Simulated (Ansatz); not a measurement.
CsCl-type TlCl was calculated with PBE in Ansatz (plane waves, PAW).

Total energies, extrapolated to zero smearing (they compare only within this program, potentials and cutoff; free atoms with spin allowed, lowest state found):

```
system                   energy (eV/atom)
-----------------------  ----------------
CsCl-type TlCl, relaxed        -6262.8056
free Tl atom                  -11442.1441
free Cl atom                   -1078.0161
```

Q: Work out the cohesive energy per atom.

A: E_coh = [1 × (-11442.1441) + 1 × (-1078.0161)]/2 − (-6262.8056) = 2.73 eV/atom. The reference value is 2.64 ± 0.03 eV/atom (worked out here from tabulated enthalpies at 298 K, copied from a table, unchecked, brought to a static lattice with a Debye model, atoms in their spin–orbit ground levels; inputs from the CRC Handbook), not set against a level without spin–orbit coupling.

Spin–orbit coupling is left out; its size isn't shown.

The PAW data were made under PBE.

Ansatz is an electronic-structure program.
